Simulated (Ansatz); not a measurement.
`C#CC(C)(C)F` → `C#CC(C)F` + `[CH2]` (triplet) at 600 K and 1 bar (formal loss of a carbene).

Calculated with Ansatz (gas phase, PBE0-D4/def2-TZVP geometries, no zero-point term in ΔE). CBS: MP2 limit from def2 TZ/QZ plus the TZ coupled-cluster correction, frozen cores. This one scheme is used for every species. Triplets are unrestricted, without spin–orbit coupling.

```csv
species,CCSD(T)/CBS energy (Eh),H − E (kJ/mol),S (J/(mol·K))
`C#CC(C)(C)F`,-294.20488,340.9,435.8
`C#CC(C)F`,-254.93656,254.8,386.2
`[CH2]` (triplet),-39.09499,66.5,220.8
```

H − E and S are ideal-gas, rigid-rotor, harmonic terms from PBE0-D4/def2-TZVP, for one conformer and one mirror image of each species, with the whole ground term of open shells counted as degenerate. 1 Eh = 2625.50 kJ/mol, R = 8.31446 J/(mol·K).

Task: By hand: ΔE, ΔH, ΔS and ΔG.

Result: ΔE = (-254.93656) + (-39.09499) − (-294.20488) = 0.17333 Eh = 455.1 kJ/mol. Δ(H − E) = 254.8 + 66.5 − 340.9 = -19.6, so ΔH = 435.5 kJ/mol. ΔS = 386.2 + 220.8 − 435.8 = 171.2 J/(mol·K). ΔG = 435.5 − 600 × (171.2)/1000 = 332.8 kJ/mol.

Task: By hand: the equilibrium constant, and the temperature at which ΔG would vanish if ΔH and ΔS stayed fixed.

Result: log₁₀ K = −ΔG/(RT ln 10) = -29.0. ΔG = 0 at ΔH/ΔS = 2544 K, far beyond where these terms or the molecules hold.

The number of gas molecules changes by +1, which sets the sign of ΔS. A doubt of 5 kJ/mol in ΔE shifts log₁₀ K by 0.4 here. Other conformers and mirror images would add mixing entropy, several J/(mol·K) or more a flexible species. A triplet takes part, so the spin changes. These are equilibria of isolated gas molecules and say nothing of rates. Largest T1 diagnostic: 0.011 (customary marks: 0.02 for closed shells, 0.045 for open ones).
